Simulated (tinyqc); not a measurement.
Harmonic frequencies on the UHF/sto-3g surface (energies and gradients from PySCF), for H2O+, spin multiplicity 2, step by step. Computed by tinyqc, a small Python program that keeps every step (integrals from PySCF). Settings: charge = 1, multiplicity = 2, basis = sto-3g, delta = 0.002. Command: `OMP_NUM_THREADS=1 python tinyqc.py 30747 30748 out.jsonl` (the two numbers bound the seeds that draw the settings). One thread of a shared host (Intel(R) Xeon(R) Processor @ 2.60GHz), about 2 s of CPU time with the checks.

## One row of the Hessian: 2Hy

optimised positions (bohr):
```
          x         y         z
1O  0.04625  -0.00570  -0.06408
2H  0.08094   1.60282   1.04106
3H  0.08446  -1.59146   1.07337
```

gradient at +delta (hartree/bohr):
```
             x           y           z
1O  -0.0000121  -0.0007349  -0.0003893
2H   0.0000139   0.0007760   0.0004468
3H  -0.0000018  -0.0000411  -0.0000575
```

gradient at -delta (hartree/bohr):
```
             x           y           z
1O   0.0000122   0.0007321   0.0003921
2H  -0.0000140  -0.0007756  -0.0004478
3H   0.0000018   0.0000434   0.0000557
```

Displace 2Hy by +/-0.002 bohr; H(k, :) = (g(+) - g(-)) / (2 delta).

row of the Hessian (hartree/bohr^2): 1Ox -0.0060692, 1Oy -0.3667538, 1Oz -0.1953390, 2Hx 0.0069734, 2Hy 0.3878857, 2Hz 0.2236481, 3Hx -0.0009042, 3Hy -0.0211320, 3Hz -0.0283092

## Hessian by finite differences

All rows are made in the same way, and the matrix is symmetrised.

Hessian (symmetrised) (hartree/bohr^2):
```
            1Ox         1Oy         1Oz         2Hx         2Hy         2Hz         3Hx         3Hy
1Ox   0.0004615  -0.0006526   0.0141543  -0.0002155  -0.0060691  -0.0067329  -0.0002459   0.0067217
1Oy  -0.0006526   0.7243579  -0.0029145  -0.0079369  -0.3667537  -0.2527803   0.0085895  -0.3576042
1Oz   0.0141543  -0.0029145   0.4352344  -0.0067772  -0.1953384  -0.2130540  -0.0073771   0.1982529
2Hx  -0.0002155  -0.0079369  -0.0067772   0.0001949   0.0069733   0.0061201   0.0000205   0.0009636
2Hy  -0.0060691  -0.3667537  -0.1953384   0.0069733   0.3878857   0.2236473  -0.0009042  -0.0211320
2Hz  -0.0067329  -0.2527803  -0.2130540   0.0061201   0.2236473   0.1935185   0.0006128   0.0291331
3Hx  -0.0002459   0.0085895  -0.0073771   0.0000205  -0.0009042   0.0006128   0.0002254  -0.0076853
3Hy   0.0067217  -0.3576042   0.1982529   0.0009636  -0.0211320   0.0291331  -0.0076853   0.3787362
3Hz  -0.0074213   0.2556949  -0.2221805   0.0006570  -0.0283089   0.0195356   0.0067643  -0.2273860

            3Hz
1Ox  -0.0074213
1Oy   0.2556949
1Oz  -0.2221805
2Hx   0.0006570
2Hy  -0.0283089
2Hz   0.0195356
3Hx   0.0067643
3Hy  -0.2273860
3Hz   0.2026450
```

## Normal modes

masses (u): 1O 15.99492, 2H 2.01410, 3H 1.00782

Diagonalise H_ij / sqrt(m_i m_j); the 6 smallest eigenvalues belong to translations and rotations; wavenumber = sqrt(eigenvalue / 1822.888) x 219474.63; each mode has its largest component positive (the first on a tie); zero-point energy = sum of wavenumbers / 2, with 349.755 1/cm per kcal/mol. A mass of 2.014 u marks deuterium.

eigenvalues of the mass-weighted Hessian (hartree/(bohr^2 u)): 0.00000  0.00000  0.00000  0.00000  0.00000  0.00000  0.07722  0.29699  0.56417

harmonic wavenumbers of the vibrations (1/cm): 1428.5  2801.4  3861.1

mass-weighted modes:
```
       mode 1    mode 2    mode 3
1Ox  -0.01002  -0.00606   0.00424
1Oy   0.00233  -0.25952  -0.21170
1Oz  -0.30802  -0.19261   0.12536
2Hx   0.01431   0.01637   0.00117
2Hy  -0.34006   0.78498   0.03394
2Hz   0.43202   0.52195   0.03672
3Hx   0.01968   0.00102  -0.01854
3Hy   0.47144  -0.07584   0.79540
3Hz   0.61635   0.02947  -0.55131
```

zero-point energy = 11.56662 kcal/mol
